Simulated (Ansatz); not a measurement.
**C5H10O: how energies converge with the basis set**

An exercise on one series of results from a longer session: the logs are not shown, and one member is left open.

The runs use Ansatz 0.2.0, Gaussian basis; one geometry, several basis sets.

Plan: PBE0-D4/def2-SVP; ωB97M-V/def2-SVP; PBE0-D4/def2-QZVPP; ωB97M-V/def2-QZVPP; the functionals' def2-TZVPP values are taken from earlier runs.

1 further run of the same task is left out (it didn't finish).

## Structure used throughout

All runs share one geometry, relaxed beforehand with PBE0-D4 in a triple-zeta def2 set.

SMILES `CCC(=O)CC`, 16 atoms, charge 0, spin multiplicity 1.

Atoms are counted from 1 here; the program's logs count them from 0.

Bond lengths: C1–C2 1.514 Å, C1–H7 1.091 Å, C1–H8 1.091 Å, C1–H9 1.092 Å, C2–C3 1.512 Å, C2–H10 1.097 Å, C2–H11 1.097 Å, C3–O4 1.206 Å, C3–C5 1.512 Å, C5–C6 1.514 Å, C5–H12 1.097 Å, C5–H13 1.097 Å, C6–H14 1.091 Å, C6–H15 1.092 Å, C6–H16 1.091 Å. Angles: C2–C1–H7 110.9°, C2–C1–H8 110.9°, C2–C1–H9 110.8°, H7–C1–H8 107.1°, H7–C1–H9 108.5°, H8–C1–H9 108.5°, C1–C2–C3 113.7°, C1–C2–H10 111.3°, C1–C2–H11 111.4°, C3–C2–H10 107.5°, C3–C2–H11 107.6°, H10–C2–H11 104.9°, C2–C3–O4 121.9°, C2–C3–C5 116.2°, O4–C3–C5 121.9°, C3–C5–C6 113.7°, C3–C5–H12 107.5°, C3–C5–H13 107.6° and more.

The first run:

Input file in.yaml:

```yaml
crystal:
  periodic: [false, false, false]
  atoms:
    - {symbol: C, position_ang: [-2.248584, -1.109952, -0.496805]}
    - {symbol: C, position_ang: [-0.813068, -0.759337, -0.824256]}
    - {symbol: C, position_ang: [-0.132401, 0.073498, 0.238169]}
    - {symbol: O, position_ang: [-0.699225, 0.401516, 1.251144]}
    - {symbol: C, position_ang: [1.299305, 0.471155, -0.040699]}
    - {symbol: C, position_ang: [1.929651, 1.292549, 1.063307]}
    - {symbol: H, position_ang: [-2.309258, -1.672523, 0.435873]}
    - {symbol: H, position_ang: [-2.850160, -0.208997, -0.367902]}
    - {symbol: H, position_ang: [-2.692372, -1.710884, -1.292741]}
    - {symbol: H, position_ang: [-0.206973, -1.661264, -0.974477]}
    - {symbol: H, position_ang: [-0.741778, -0.211601, -1.771860]}
    - {symbol: H, position_ang: [1.311967, 1.010625, -0.995741]}
    - {symbol: H, position_ang: [1.867916, -0.447699, -0.229215]}
    - {symbol: H, position_ang: [1.368175, 2.212239, 1.233600]}
    - {symbol: H, position_ang: [2.958297, 1.556894, 0.811134]}
    - {symbol: H, position_ang: [1.935608, 0.741183, 2.004667]}
basis:
  gaussian: {orbitals: def2-SVP}
hamiltonian: {xc: pbe0, dispersion: d4}
output: {orbitals: {seedname: orbitals}}
```

On the command line:

```bash
> ansatz run in.yaml --threads 2 --pin off --events-out ev --progress --plain --max-ram 22528MiB --backend cpu
```

Among the steps run: PBE0-D4 in def2-SVP; ωB97M-V in def2-SVP; PBE0-D4 in def2-QZVPP; ωB97M-V in def2-QZVPP.

One table of the session follows, with a row left open; its other results are not shown here.

It belongs to the step «Density functionals: the series». 

| functional | basis | HOMO (eV) | LUMO (eV) |
| --- | --- | --- | --- |
| PBE0-D4 | def2-SVP | -7.05 | -0.08 |
| PBE0-D4 | def2-TZVPP | -7.13 | -0.23 |
| PBE0-D4 | def2-QZVPP | ? | ? |
| ωB97M-V | def2-SVP | -9.46 | 2.24 |
| ωB97M-V | def2-TZVPP | -9.55 | 2.01 |
| ωB97M-V | def2-QZVPP | -9.56 | 1.64 |

Estimate the missing values for PBE0-D4, def2-QZVPP.

The run gave: HOMO (eV): -7.15; LUMO (eV): -0.29. In the column «HOMO (eV)» it lies between ωB97M-V, def2-SVP (-9.46) and PBE0-D4, def2-TZVPP (-7.13).
